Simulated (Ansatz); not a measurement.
Start from `C1=NCS1` and change one atom or group to get `CC1=NCS1`.

Ansatz, PBE0-D4/def2-TZVP geometries, multiplicity 1. 

```csv
property,`C1=NCS1`
HOMO energy (PBE/def2-TZVPP) / eV,-6.05
size of the dipole moment (ωB97M-V/def2-TZVPP) / D,0.93
HOMO energy (B3LYP/def2-TZVPP) / eV,-6.97
HOMO energy (PBE0/def2-TZVPP) / eV,-7.20
LUMO energy (ωB97M-V/def2-TZVPP) / eV,1.55
HOMO energy (ωB97M-V/def2-TZVPP) / eV,-9.36
```

Task: What does the change do to each property? (Best estimate.)

Result: The calculation gave: 
```csv
property,`CC1=NCS1`,shift
HOMO energy (PBE/def2-TZVPP) / eV,-5.85,0.20
size of the dipole moment (ωB97M-V/def2-TZVPP) / D,0.84,-0.09
HOMO energy (B3LYP/def2-TZVPP) / eV,-6.79,0.18
HOMO energy (PBE0/def2-TZVPP) / eV,-7.02,0.18
LUMO energy (ωB97M-V/def2-TZVPP) / eV,1.68,0.13
HOMO energy (ωB97M-V/def2-TZVPP) / eV,-9.20,0.16
```

The zero-point energy changes by 73.1 kJ/mol with +9 modes. Dipoles are sizes alone; their direction can turn.

B3LYP here is the variant with VWN-RPA as its local correlation; programs differ in this.
